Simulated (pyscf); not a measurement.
HO–B(F)–F + SiH₄ → HO–BH–F + F–SiH₃ (four-centre exchange; singlet surface; B–F, H–Si broken, B–H, F–Si formed). Single points on ωB97X-D3(BJ)/def2-SVP structures (PySCF, gas phase). Energies in kcal/mol from the separated reactants.

```json
[
 {"level": "ωB97X-D3(BJ)/def2-TZVP", "barrier": "30.5", "reaction energy": "+2.8"},
 {"level": "PBE/def2-TZVP", "barrier": "28.6", "reaction energy": "+3.9"},
 {"level": "r²SCAN/def2-TZVP", "barrier": "?", "reaction energy": "?"},
 {"level": "B3LYP-D3(BJ)/def2-TZVP", "barrier": "32.5", "reaction energy": "+2.8"},
 {"level": "PBE0-D3(BJ)/def2-TZVP", "barrier": "?", "reaction energy": "+4.6"},
 {"level": "HF/def2-TZVP", "barrier": "48.7", "reaction energy": "+4.0"}
]
```

### Question
Fill in the missing entries.

### Answer

- r²SCAN/def2-TZVP, barrier: 29.1
- r²SCAN/def2-TZVP, reaction energy: +4.2
- PBE0-D3(BJ)/def2-TZVP, barrier: 29.6

The functionals in the table span 3.9 kcal/mol in this barrier, from PBE to B3LYP-D3(BJ). The same reactants have a lower exit, to HO–SiH₃ + F–BH–F (barrier +24.3 kcal/mol at ωB97M-D3(BJ)/def2-TZVP, against +31.4 kcal/mol here). This is the saddle that the search found; another between the same sides may lie lower.
